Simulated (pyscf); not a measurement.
Structures and frequencies: ωB97X-D3(BJ)/def2-SVP in PySCF.

Q: O=SiH–O–SiH₃ (SMILES O=[SiH]O[SiH3]) + H₂ (SMILES [H][H]) -> HO–SiH: (SMILES O[SiH]) [singlet] + HO–SiH₃ (SMILES O[SiH3])
Surface: singlet. Broken: O–Si, H–H. Formed: H–O, H–O. Give ΔE‡ and ΔE from PBE0-D3(BJ)/def2-TZVP, relative to the separated reactants.

A: ΔE‡ = 75.4 kcal/mol, ΔE = +28.6 kcal/mol. ωB97M-D3(BJ)/def2-TZVP gives 85.6 kcal/mol and +28.0 kcal/mol. Zero-point energy shifts the barrier by +0.7 kcal/mol. It is a concerted two-bond exchange, with an imaginary mode of 1368i cm⁻¹. On the product side the descent ends in an adduct with a O–Si contact (not fully relaxed), 11.0 kcal/mol under the separated species and 68.3 kcal/mol under the saddle at ωB97X-D3(BJ)/def2-TZVP. What is counted as broken (O–Si) persists as a longer contact in the product adduct; parting that adduct is a step of its own. At ωB97X-D3(BJ)/def2-TZVP the barrier from the zero used here is 90.2 kcal/mol. O=SiH–O–SiH₃ lies 9.9 kcal/mol over its isomer HO–Si:–O–SiH₃ [singlet] (electronic energy, ωB97M-D3(BJ)/def2-TZVP). One saddle was located; it need not be the lowest between these sides. One closed-shell reference is unstable to symmetry breaking; treat the single-reference values with care.
